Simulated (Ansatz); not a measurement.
Results of PBEsol (plane waves, PAW; Ansatz, a quantum-chemistry and plane-wave program) for 2H WSe2.

Run with plane-wave cutoff 520 eV, 12×12×4 k mesh (along the axes of the cell as run), perturbation theory, force constants from a 6×6×2 q mesh, no spin polarisation, scalar-relativistic PAW data made under PBE.

Computed at the level's own relaxed cell. Harmonic vibrational thermodynamics at fixed volume:

| T (K) | S_vib (J/K per mol of atoms) | C_V (J/K per mol of atoms) | F_vib (eV/atom) |
|---|---|---|---|
| 0 | 0.00 | 0.00 | 0.0349 |
| 100 | [?] | [?] | [?] |
| 200 | [?] | [?] | [?] |
| 300 | [?] | [?] | [?] |
| 500 | [?] | [?] | [?] |
| 600 | [?] | [?] | [?] |
| 1000 | [?] | [?] | [?] |

Q: Fill in the missing entries.

A: 
- 100, S_vib (J/K per mol of atoms): 9.45
- 100, C_V (J/K per mol of atoms): 14.12
- 100, F_vib (eV/atom): 0.0313
- 200, S_vib (J/K per mol of atoms): 21.96
- 200, C_V (J/K per mol of atoms): 21.17
- 200, F_vib (eV/atom): 0.0147
- 300, S_vib (J/K per mol of atoms): 30.99
- 300, C_V (J/K per mol of atoms): 23.14
- 300, F_vib (eV/atom): -0.0130
- 500, S_vib (J/K per mol of atoms): 43.14
- 500, C_V (J/K per mol of atoms): 24.27
- 500, F_vib (eV/atom): -0.0908
- 600, S_vib (J/K per mol of atoms): 47.59
- 600, C_V (J/K per mol of atoms): 24.47
- 600, F_vib (eV/atom): -0.1379
- 1000, S_vib (J/K per mol of atoms): 60.18
- 1000, C_V (J/K per mol of atoms): 24.77
- 1000, F_vib (eV/atom): -0.3634

The crystal is taken as a harmonic solid at every temperature: melting, phase changes and thermal expansion are not seen.

Note: the cell comes from a level without a dispersion term, which matters for the spacing of layers, chains or molecules; the cell has widely spaced layers and the level no dispersion term, so their spacing and the moduli can rest on weak binding.
